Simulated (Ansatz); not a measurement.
A structure relaxed at r2SCAN-D4/def2-TZVP in Ansatz, charge 0, singlet:

```csv
atom,x (Å),y (Å),z (Å)
Al1,1.6538,0.7029,-0.1243
H2,2.8511,-0.3027,-0.3926
H3,1.9082,2.0628,0.6521
C4,-0.1408,0.2545,-0.7304
Si5,-1.1631,-0.6792,0.5237
H6,-0.6897,1.1701,-0.9812
H7,-0.0845,-0.3658,-1.6330
H8,-0.4917,-1.9549,0.8967
H9,-1.3194,0.1229,1.7683
H10,-2.5238,-1.0107,0.0207
```

Problem. Give its formula, name or SMILES and point group.

Solution. AlH2(CH2SiH3) (CH7AlSi). Point group Cs (tolerance 0.1 Å).

Problem. Summarise the bond lengths by kind (pairs closer than 1.2 times the sum of covalent radii, bridged metal pairs left out).

Solution. 1 × C–Si 1.87 Å; 1 × Al–C 1.95 Å; 3 × H–Si 1.49 Å; 2 × Al–H 1.59 Å; 2 × C–H 1.10 Å.
